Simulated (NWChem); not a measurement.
Ionisation of dimethyl sulfide (C2H6S)

SMILES: CSC
```xyz
9

C     -1.3791     0.0000     0.5069
S      0.0000     0.0000    -0.6547
C      1.3791     0.0000     0.5069
H     -1.3742     0.8990     1.1429
H     -2.3023     0.0000    -0.0896
H     -1.3742    -0.8990     1.1429
H      1.3742     0.8990     1.1429
H      2.3023     0.0000    -0.0896
H      1.3742    -0.8990     1.1429
```
Charge 0, spin multiplicity 1.

All runs are NWChem calculations. All single points use one geometry, from PBE0/def2-SVP, a minimum by its harmonic frequencies.

Basis set: def2-TZVP. −ε marks an orbital energy of the parent.

B3LYP has NWChem's definition, with VWN1-RPA local correlation.

Q: For the first vertical ionisation energy, −ε(HOMO) of HF gives 9.10 eV and −ε(HOMO) of LDA (SVWN5) gives 5.10 eV. What do −ε(HOMO) of PBE, −ε(HOMO) of B3LYP, −ε(HOMO) of M06-2X give?

A: −ε(HOMO) of PBE: 5.02 eV; −ε(HOMO) of B3LYP: 6.03 eV; −ε(HOMO) of M06-2X: 7.45 eV.
